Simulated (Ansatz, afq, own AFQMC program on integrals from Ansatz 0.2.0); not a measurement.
AFQMC on a folder of integrals that Ansatz 0.2.0 wrote.

```yaml
crystal:
  periodic: [false, false, false]
  atoms:
    - {symbol: Si, position_ang: [0.006579, 0.000000, 0.635234]}
    - {symbol: B, position_ang: [0.079909, 0.000000, -1.181360]}
    - {symbol: H, position_ang: [-0.658499, -0.941243, -0.633189]}
    - {symbol: H, position_ang: [-0.658501, 0.941242, -0.633189]}
    - {symbol: H, position_ang: [0.276609, 0.000000, -3.762877]}
basis:
  gaussian: {orbitals: cc-pVDZ}
magnetization: {spin_polarized: false}
correlation: {method: ccsd_t, electrons: outside_noble_gas, hamiltonian_folder: ham}
```

```sh
$ ansatz run in.yaml --threads 1 --pin off --events-out ev --progress --plain --max-ram 1382MiB
```

Options of the walk:

```
--method phaseless --trial cisd --walkers 60 --populations 1 --least-time 40 --time-step 0.005 --steps-per-block 50 --equilibration-blocks 40 --max-blocks 300 --target-error 0.00076 --factor-cut 1e-05 --seed 5714 --release-times 0.24,0.51,0.99,1.62,2.4 --release-step 0.03 --release-every 4 --taylor-order 6
```

Times are imaginary, in 1/Eh. The walk had a cap of 1579 s.

```
orbitals 41  electrons 5 5  factors 316 of 444
reference energy -315.07379749 Eh
CCSD correlation -0.26518562 Eh in 16 cycles, weight of the determinant in the CISD state 0.7388
energy of the start -315.338983 Eh
 block  time / (1/Eh)  mean weight  energy / Eh
     1     0.250  0.9998  -315.333481
     2     0.500  0.9984  -315.334727
     3     0.750  1.0021  -315.335997
     4     1.000  0.9995  -315.339728
     5     1.250  0.9998  -315.340091
     8     2.000  0.9992  -315.350085
    17     4.250  1.0002  -315.356264
    41    10.250  0.9990  -315.349060
    65    16.250  0.9987  -315.349177
    89    22.250  1.0005  -315.363810
   113    28.250  0.9999  -315.361912
   129    32.250  1.0014  -315.341930
   137    34.250  1.0006  -315.356932
   161    40.250  0.9982  -315.343771
   185    46.250  1.0001  -315.366825
   209    52.250  0.9992  -315.345244
   233    58.250  0.9994  -315.350706
   257    64.250  0.9997  -315.349233
   281    70.250  0.9990  -315.355583
   305    76.250  0.9985  -315.352887
   313    78.250  1.0002  -315.410457
   329    82.250  0.9966  -315.352856
   337    84.250  0.9999  -315.368464
blocks merged  error / Eh  count
     1  0.000539  300
     2  0.000696  150
     4  0.000845  75
     8  0.000964  37
    16  0.001204  18
    32  0.001111  9
released: time / (1/Eh)  energy / Eh  error  mean overlap
  0.24  -315.355585  0.001184  0.9883
  0.51  -315.355667  0.001029  0.9796
  0.99  -315.356616  0.001159  0.9632
  1.62  -315.355542  0.001280  0.9902
  2.40  -315.356418  0.001677  1.0139
energy -315.355753 +/- 0.001204 Eh
(rows thinned)
```

Q: Estimate how long the walk took on 1 thread of Arm Neoverse V1, with other jobs on the host.

A: 4.5 min of wall time.

The run passed its tests (sampling time, drift between the halves within three errors, error under three times the target), which doesn't prove that it has relaxed.

Against this walk (error 32.8 meV) on the same determinant: CCSD(T) 1.6 meV lower (within the noise), CCSDT(Q) 52.3 meV lower (within the noise). The error is statistical and leaves out the bias of the constraint. Released to 2.40 1/Eh the energy moves by -18 ± 56 meV (both errors), within twice the noise.

Cautions: constraint bias not in the error; error above the target (32.8 against 20.7 meV); higher spins were not checked; restricted determinant unstable towards unrestricted (UHF 1.65 eV lower, ⟨S²⟩ 0.97); strong correlation (T1 0.037, weight of the determinant 0.74, largest double 0.35); (T) is large, 6 % of the CCSD correlation; the bias of populations of 60 walkers isn't removed.

CCSDT and higher add their correlation energy to the determinant of the CCSD(T) run, since their own runs factorise the integrals more tightly (a shift of under 2 meV). A walk keeps the symmetry of its determinant, which the program's search chose and which needn't be the lowest solution, so a lower state of the same spin and another symmetry isn't excluded.
